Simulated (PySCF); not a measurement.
Molecule: SMILES FC(F)(F)F, CF$_{4}$.

Bonds (- single, = double, # triple, : aromatic): F1-C2 1.316 Å, C2-F3 1.316 Å, C2-F4 1.316 Å, C2-F5 1.316 Å.

Geometry PBE0-D3(BJ)/def2-SVP throughout; GIAO in PySCF 2.14, gas phase, one conformer, non-relativistic; equivalent atoms averaged; functional PBE0.

(1) How do the shifts δ (against CFCl3, TMS at the same level) depend on the basis set? (ppm; last column core-seconds on shared hosts with different chips, so compare them loosely)

(2) Which nucleus moves most, in ppm?

(3) Taking the largest basis, pcSseg-2 (180 functions), as the yardstick, rank the others by their worst heavy-atom deviation.

Results:

(1) 
```tsv
basis set	functions	F1/F3/F4/F5	C2	core-s
STO-3G	25	-94.8	96.8	1.8
6-31G	45	-78.7	126.7	3.4
pcSseg-0	45	-75.8	146.2	1.8
6-31G*	70	-73.4	119.0	4.9
def2-SVP	70	-57.7	121.9	4.7
cc-pVDZ	70	-70.3	120.9	2.9
pcSseg-1	85	-72.5	127.3	2.6
aug-cc-pVDZ	115	-66.8	124.5	5
6-311+G(2d,p)	135	-71.6	126.4	9.8
cc-pVTZ	150	-69.2	128.6	7.1
def2-TZVP	155	-69.2	129.6	13
IGLO-III	175	-70.3	130.6	8.1
pcSseg-2	180	-71.4	132.0	6.5
```

(2) C2 (CF4 carbon): from 96.8 ppm with STO-3G to 146.2 ppm with pcSseg-0. The smallest spread is 37.1 ppm, at F1/F3/F4/F5.

(3) IGLO-III 1.4 ppm (175 functions), def2-TZVP 2.4 ppm (155 functions), cc-pVTZ 3.4 ppm (150 functions), pcSseg-1 4.7 ppm (85 functions), 6-311+G(2d,p) 5.6 ppm (135 functions), 6-31G 7.4 ppm (45 functions), aug-cc-pVDZ 7.5 ppm (115 functions), cc-pVDZ 11.1 ppm (70 functions), 6-31G* 13.0 ppm (70 functions), def2-SVP 13.7 ppm (70 functions), pcSseg-0 14.2 ppm (45 functions), STO-3G 35.2 ppm (25 functions).

A small basis that lands close on one nucleus may do so by chance; judge by the trend and by all nuclei.
